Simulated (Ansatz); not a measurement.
**hcp against bcc along the lanthanides**

Theory: DFT, LDA (PW92), plane waves (420 eV) with PAW, scalar-relativistic (Ansatz). The PAW files were generated under PBE, with cores re-solved for the functional.

Each structure is relaxed within its symmetry, in the lowest magnetic state of the tried starts. Differences under about 8 meV lie within the error of the k-point mesh.

| element | E(hcp) − E(bcc) (meV/atom) | V(hcp) (Å³/atom) | V(bcc) (Å³/atom) | state of hcp | state of bcc |
| --- | --- | --- | --- | --- | --- |
| La | -104 | 32.81 | 33.16 | spin not included | spin not included |
| Yb | 23 | 29.44 | 29.27 | spin not included | spin not included |
| Lu | ? | ? | ? | ? | ? |

Q: Fill in the row of Lu.

A: E(hcp) − E(bcc) (meV/atom): -164; V(hcp) (Å³/atom): 26.02; V(bcc) (Å³/atom): 26.24; state of hcp: spin not included; state of bcc: spin not included.
